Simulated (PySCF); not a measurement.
**SiS (SMILES [Si-]#[S+]): B3LYP/STO-3G**

What is the vertical singlet–triplet gap of SiS at B3LYP/STO-3G? The job is set up through a Python script.

The calculation is run with PySCF 2.14.0.

20 further runs of the same task are left out: 7 that didn't finish, 13 set aside as unsound or not needed.

### 1 The system as given

The species is SiS (2 atoms), meant as a singlet with charge 0. As SMILES, `[Si-]#[S+]`. Geometry: the measured bond length.

Bond lengths: Si1–S2 1.929 Å.

### 2 A single-point energy at B3LYP/STO-3G

Input file input.py:

```python
from pyscf import gto, dft

mol = gto.M(
    atom='''
Si   0.000000   0.000000   0.000000
S    0.000000   0.000000   1.929321
''',
    charge=0,
    spin=0,
    max_memory=1860,
    verbose=4,
    basis='sto-3g',
)

mf = dft.RKS(mol, xc='b3lyp')
mf.conv_tol = 1e-10
mf.grids.level = 5
mf.kernel()
if not mf.converged:
    mf = mf.newton().run(mf.mo_coeff, mf.mo_occ)

energy = mf.e_tot
print(f'total energy: {energy:.8f} hartree')
```

The run is started by

```sh
$ OMP_NUM_THREADS=1 python input.py
```

What it wrote:

```text
PySCF version 2.14.0

[INPUT] num. atoms = 2
[INPUT] num. electrons = 30
[INPUT] charge = 0
[INPUT] spin (= nelec alpha-beta = 2S) = 0
[INPUT] symmetry False subgroup None
[INPUT] Mole.unit = angstrom
[INPUT] Symbol           X                Y                Z      unit          X                Y                Z       unit  Magmom
[INPUT]  1 Si     0.000000000000   0.000000000000   0.000000000000 AA    0.000000000000   0.000000000000   0.000000000000 Bohr   0.0
[INPUT]  2 S      0.000000000000   0.000000000000   1.929321000000 AA    0.000000000000   0.000000000000   3.645888296372 Bohr   0.0

nuclear repulsion = 61.4390737705545
number of shells = 10
number of NR pGTOs = 54
number of NR cGTOs = 18
basis = sto-3g
ecp = {}

******** <class 'pyscf.dft.rks.RKS'> ********
method = RKS
initial guess = minao
damping factor = 0
level_shift factor = 0
DIIS = <class 'pyscf.scf.diis.CDIIS'>
diis_start_cycle = 1
diis_space = 8
diis_damp = 0
SCF conv_tol = 1e-10
SCF conv_tol_grad = None
SCF max_cycles = 50
direct_scf = True
direct_scf_tol = 1e-13
XC library pyscf.dft.libxc version 7.0.0
    S. Lehtola, C. Steigemann, M. J.T. Oliveira, and M. A.L. Marques.,  SoftwareX 7, 1–5 (2018)
XC functionals = b3lyp
    P. J. Stephens, F. J. Devlin, C. F. Chabalowski, and M. J. Frisch.,  J. Phys. Chem. 98, 11623 (1994)
radial grids:
    Treutler-Ahlrichs [JCP 102, 346 (1995); DOI:10.1063/1.469408] (M4) radial grids

becke partition: Becke, JCP 88, 2547 (1988); DOI:10.1063/1.454033
pruning grids: <function nwchem_prune>
grids dens level: 5
symmetrized grids: False
atomic radii adjust function: <function treutler_atomic_radii_adjust>
small_rho_cutoff = 0
Set gradient conv threshold to 1e-05
Initial guess from minao.
tot grids = 86600
init E= -679.582071917324
  HOMO = -0.245064801150461  LUMO = -0.0212821940986353  gap/eV = 6.08943
cycle= 1 E= -679.754478913455  delta_E= -0.172  |g|= 0.492  |ddm|=  2.1
  HOMO = -0.0817236243773877  LUMO = 0.131003769749304  gap/eV = 5.78861
cycle= 2 E= -678.12788886142  delta_E= 1.63  |g|= 1.88  |ddm|= 3.72
  HOMO = -0.131886580261309  LUMO = 0.0901457278010771  gap/eV = 6.04181
cycle= 3 E= -679.889838179395  delta_E= -1.76  |g|= 0.00807  |ddm|= 2.95
  HOMO = -0.135705096023693  LUMO = 0.0922445966812449  gap/eV = 6.20283
cycle= 4 E= -679.889862456379  delta_E= -2.43e-05  |g|= 0.00563  |ddm|= 0.0336
  HOMO = -0.135718154726845  LUMO = 0.0919221880903537  gap/eV = 6.19441
cycle= 5 E= -679.889872424139  delta_E= -9.97e-06  |g|= 0.0027  |ddm|= 0.00578
  HOMO = -0.135715663984552  LUMO = 0.091953072975318  gap/eV = 6.19518
cycle= 6 E= -679.889874526285  delta_E= -2.1e-06  |g|= 0.00143  |ddm|= 0.00194
  HOMO = -0.135717580551602  LUMO = 0.0919920727638815  gap/eV = 6.19630
cycle= 7 E= -679.889875333166  delta_E= -8.07e-07  |g|= 0.000229  |ddm|= 0.00256
  HOMO = -0.135716396823554  LUMO = 0.0919863712532336  gap/eV = 6.19611
cycle= 8 E= -679.889875354139  delta_E= -2.1e-08  |g|= 1.36e-05  |ddm|= 0.000331
  HOMO = -0.135716409880986  LUMO = 0.0919860758960619  gap/eV = 6.19610
cycle= 9 E= -679.889875354212  delta_E= -7.39e-11  |g|= 5.03e-07  |ddm|= 2.01e-05
  HOMO = -0.135716407464041  LUMO = 0.0919860256581193  gap/eV = 6.19610
Extra cycle  E= -679.889875354212  delta_E= 7.96e-13  |g|= 1.58e-06  |ddm|= 3.21e-06
converged SCF energy = -679.889875354212
total energy: -679.88987535 hartree
```

Wall time 1.6 s (1 thread of Arm Neoverse V2, shared host); peak memory 0.17 GiB.

### 3 The triplet, same level

Input file start.xyz:

```xyz
2

Si     0.000000     0.000000     0.000000
S      0.000000     0.000000     1.929321
```

Input file job.py:

```python
from pyscf import gto, dft

mol = gto.Mole()
mol.atom = 'start.xyz'
mol.basis = 'sto-3g'
mol.max_memory = 1860
mol.verbose = 3
mol.spin = 2
mol.build()

myscf = dft.UKS(mol, xc='b3lyp')
myscf.conv_tol = 1e-10
myscf.grids.level = 5
myscf.kernel()
if not myscf.converged:
    myscf = myscf.newton().run(myscf.mo_coeff, myscf.mo_occ)

energy = myscf.e_tot
print('Final energy', energy)
```

The run is started by

```sh
$ OMP_NUM_THREADS=1 python job.py
```

What it wrote:

```text
WARN: HOMO -0.0212821940986357 >= LUMO -0.245064801150463

WARN: HOMO 0.0649928630110331 >= LUMO -0.0471228247582684

WARN: HOMO 0.0135340895554109 >= LUMO -0.0583071607432026

WARN: HOMO 0.0145799784349931 >= LUMO -0.0565175247305067

WARN: HOMO 0.014472658776463 >= LUMO -0.0561634245458554

WARN: HOMO 0.0146041012035664 >= LUMO -0.055937715532542

WARN: HOMO 0.0145315787534446 >= LUMO -0.0559432021155407

WARN: HOMO 0.0145414499090246 >= LUMO -0.0559350504587958

WARN: HOMO 0.0145419987691676 >= LUMO -0.0559355221664117

WARN: HOMO 0.0145421152031917 >= LUMO -0.0559354453048494

WARN: HOMO 0.0145421794167337 >= LUMO -0.0559354069473983

converged SCF energy = -679.741385790238  <S^2> = 2.0064025  2S+1 = 3.0042653
Final energy -679.741385790238
```

Wall time 2.5 s (1 thread of Arm Neoverse V2, shared host); peak memory 0.18 GiB.

### 4 What came out

Level: B3LYP/STO-3G.

```
                                        quantity          value
                           singlet: total energy  -679.88988 Eh
                          singlet: dipole moment         1.15 D
                            singlet: HOMO energy       -3.69 eV
                            singlet: LUMO energy        2.50 eV
                          singlet: HOMO–LUMO gap        6.20 eV
                           triplet: total energy  -679.74139 Eh
                          triplet: dipole moment         1.62 D
     triplet: HOMO energy (highest over α and β)        0.40 eV
                                   triplet: ⟨S²⟩          2.006
vertical energy of the triplet above the singlet       4.041 eV
```

What this shows: At this shape the triplet lies 4.04 eV (390 kJ/mol) above the singlet. In a minimal basis such a difference can be off by several eV, whatever the method.
